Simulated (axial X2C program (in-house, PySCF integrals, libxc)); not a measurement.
**Worked dissociation energy of NaC: HF, two-component**

All values were computed with an axial X2C code built on PySCF integrals. Two-component (2c) means X2C with spin–orbit coupling and atomic mean-field two-electron Coulomb and Gaunt terms. Basis: Na dyall-cv3z [9s8p5d2f], C dyall-v3z [7s6p2d1f] (cores contracted in-house); Gaussian nuclei, density fitting, unrestricted open shells. Masses: Na 22.990 u, C 12.000 u.

Molecular state: Ω = 3/2 (⟨Sz⟩ = 1.50, ⟨Lz⟩ = 0.00 at HF).

```
E(Na) (2M_J = 1) : -162.053118 hartree
E(C) (2M_J = 2)  : -37.707076 hartree
E(NaC) at Re     : -199.808244 hartree
ωe               : 454.0 cm⁻¹
ωexe             : 3 cm⁻¹
```

Task: Work out De and D0.

Result: De = -162.053118 + (-37.707076) − (-199.808244) = 0.04805 hartree = 1.308 eV. The zero-point energy is ωe/2 − ωexe/4 = 226 cm⁻¹ = 0.028 eV, so D0 = 1.279 eV.

Occupations by symmetry block were frozen at the best pattern of an incomplete PBE0 search. De is counted from the lowest determinant-based energies of the atoms at the same level, without counterpoise correction. With several unpaired electrons one determinant need not be a pure state. This is the top spin component of a Σ state; components of lower Ω are not single determinants and can lie lower.

Hartree–Fock lacks correlation and underbinds, often by eV.

Each atomic determinant is the lowest at this level and need not be a pure J level. Totals compare only within one Hamiltonian and basis.
